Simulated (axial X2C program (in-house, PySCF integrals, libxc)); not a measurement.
**What spin–orbit coupling does to LiSi⁺**

Calculated with an in-house all-electron X2C program for linear molecules (integrals from PySCF). Spin-free means the one-electron spin-free X2C Hamiltonian; two-component (2c) means X2C with spin–orbit coupling and atomic mean-field two-electron Coulomb and Gaunt terms, so the difference of the two also holds small scalar two-electron terms. Basis: Si dyall-v3z [8s7p2d1f], Li dyall-cv3z [7s8p2d] (cores contracted in-house); Gaussian nuclei, density fitting, unrestricted open shells. Masses: Si 27.977 u, Li 7.016 u.

Spin-free state: M_S = 1, Λ = 1 (beyond evenly filled blocks: σα, π+α); fragments Si + Li+.

```tsv
level	Re (Å)	ωe (cm⁻¹)	De (eV)	μ (D)
PBE0	2.764	265.1	0.754	7.29
HF	2.799	263.7	0.651	7.60
MP2	2.805	260.4	0.707	n/a
CCSD	2.801	260.8	0.700	n/a
CCSD(T)	2.802	260.4	0.706	n/a
r2SCAN0	2.784	261.1	0.598	7.46
```

Correlated methods: 4 electrons correlated (number of frozen shells: Si 2 s, 1 p; Li 1 s), 144 virtual spin orbitals or spinors in MP2, 50 natural virtuals in coupled cluster.

Dipoles are positive if Li is the positive end and refer to the centre of mass.

Two-component determinant lowest at the distance of the search:

Ω = 2 (⟨Sz⟩ = 1.00, ⟨Lz⟩ = 1.00 at HF); fragments Si + Li+.

```json
{"level": "PBE0", "Re (Å)": "2.765", "ωe (cm⁻¹)": "265.1", "De (eV)": "0.745", "μ (D)": "7.29"}
{"level": "HF", "Re (Å)": "2.799", "ωe (cm⁻¹)": "263.6", "De (eV)": "0.639", "μ (D)": "7.60"}
{"level": "MP2", "Re (Å)": "2.805", "ωe (cm⁻¹)": "260.4", "De (eV)": "0.708", "μ (D)": "n/a"}
{"level": "CCSD", "Re (Å)": "2.801", "ωe (cm⁻¹)": "260.8", "De (eV)": "0.694", "μ (D)": "n/a"}
{"level": "CCSD(T)", "Re (Å)": "2.803", "ωe (cm⁻¹)": "260.4", "De (eV)": "0.700", "μ (D)": "n/a"}
{"level": "r2SCAN0", "Re (Å)": "2.785", "ωe (cm⁻¹)": "261.1", "De (eV)": "0.588", "μ (D)": "7.46"}
```

(1) From the two tables, how do the constants change at the CCSD(T) level (2c against spin-free)?

The state is one determinant whose occupation by symmetry is held fixed; it was picked as the lowest of a PBE0 search that is not exhaustive. Dissociation energies refer to the lowest single-determinant-based atoms at the same level and basis. Density functionals use the spin component along the axis (collinear). Coupled cluster ran in a truncated set of natural virtual spinors; the MP2 energy of the rest was added. (T) has no such correction and the atoms are truncated less, which lowers De at CCSD(T) by a hundredth of an eV or more. The 2c atoms are single determinants rather than J levels; their spin–orbit lowering is only partly caught, and De is too large by that part. This holds for PBE0, MP2, CCSD, CCSD(T), r2SCAN0. Other states lie close and PBE0, whose exact exchange favours high spin, may order them wrongly; the determinant shown need not be the ground state. The nearest other spin-free determinant of the search, M_S = 0, Λ = 1, lies 0.28 eV up at the distance of the search. The functionals have no current-density term, which raises determinants with orbital currents, atoms included. The atomic limit has a lower orbital projection than the molecule and lies lower at mean-field level, so De may be about a tenth of an eV too small. With several unpaired electrons one determinant need not be a pure state. Open-shell Ω = 0 determinants with evenly filled partner blocks cannot be reached by this program, so the Ω shown need not be the lowest component.

Answers

(1) At the CCSD(T) level Re is unchanged within 0.001 Å and ωe is unchanged to within 0.2 cm⁻¹; De is not compared, since the atomic limits differ or miss part of their spin–orbit lowering.
